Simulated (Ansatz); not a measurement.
H4N2: where a starting geometry ends

The starting geometry of this gas-phase triplet was optimised with GFN2-xTB as a singlet; its bonds are those of `[NH-][NH3+]`.

```yaml
atoms:
  - { symbol: N, position_ang: [-0.3187, -0.4711, -0.0140] }
  - { symbol: N, position_ang: [0.3527, -1.6867, -0.0961] }
  - { symbol: H, position_ang: [-1.2515, -0.6524, 0.3684] }
  - { symbol: H, position_ang: [-0.0564, -2.4364, -0.7445] }
  - { symbol: H, position_ang: [1.2777, -1.4524, -0.4805] }
  - { symbol: H, position_ang: [0.5365, -2.2136, 0.8179] }
```

Task: Predict what it relaxes into with r2SCAN-D4/def2-SVP.

Result: It loosens into H3N2 + H, which stay close as a complex. Contacts that open: N2–H4 (1.07 → 2.54 Å).

The energy falls by 1.73 eV over 22 steps:

```json
{"step": "1", "E − E(last) (eV)": "1.729"}
{"step": "3", "E − E(last) (eV)": "1.480"}
{"step": "6", "E − E(last) (eV)": "1.469"}
{"step": "8", "E − E(last) (eV)": "1.142"}
{"step": "10", "E − E(last) (eV)": "0.287"}
{"step": "13", "E − E(last) (eV)": "0.008"}
{"step": "15", "E − E(last) (eV)": "0.000"}
{"step": "17", "E − E(last) (eV)": "0.000"}
{"step": "20", "E − E(last) (eV)": "0.000"}
{"step": "22", "E − E(last) (eV)": "0.000"}
```

Final geometry (Å):

```xyz
6

N    -0.3152   -0.5538   -0.1076
N     0.5897   -1.5099    0.1820
H    -1.1353   -0.7782    0.4734
H    -0.7099   -2.7698   -1.6030
H     1.5198   -1.3210   -0.1831
H     0.5912   -1.9800    1.0894
```

No frequencies were run, so the end isn't proven a minimum. Open shells are spin-unrestricted. The triplet needn't be the ground state. Run with Ansatz 0.2.0, 44 s on 1 thread of Arm Neoverse V2, on a shared host.
